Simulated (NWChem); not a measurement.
## Basis-set convergence for ethanol (C2H6O)

```xyz
9

C     -1.2034     0.1364     0.2506
C      0.0774    -0.4264    -0.3555
O      1.2287     0.3132    -0.0028
H     -2.0875    -0.4279    -0.0892
H     -1.3335     1.1931    -0.0317
H     -1.1789     0.0804     1.3532
H      0.1824    -1.4978    -0.0833
H      0.0193    -0.3892    -1.4559
H      1.3247     0.2754     0.9581
```
Charge 0, spin multiplicity 1.

Program: NWChem. The geometry was optimised at B3LYP/def2-SVP, a minimum by its harmonic frequencies. It is one conformer; others weren't searched.

Quantity: first vertical ionisation energy at the level G0W0@PBE.

GW and range-separated runs recompute their integrals, the others keep them in memory, which bears on the times.

Costs are rough ratios of processor time within this set of runs, SCF included, with def2-SVP as 1.

```
basis       functions  first vertical ionisation energy (eV)  relative cost
----------  ---------  -------------------------------------  -------------
def2-SVP           72                                   9.44              1
def2-TZVP         129                                   9.94              5
def2-TZVPD        168                                   9.89             10
def2-TZVPP        177                                   9.97             10
```

Smallest basis within 0.2 eV of def2-TZVPP, the largest set run: def2-TZVP, with 129 functions against 177 (also within reach: def2-TZVPD). def2-TZVPP isn't the basis-set limit itself, and a small set can land close by cancellation.
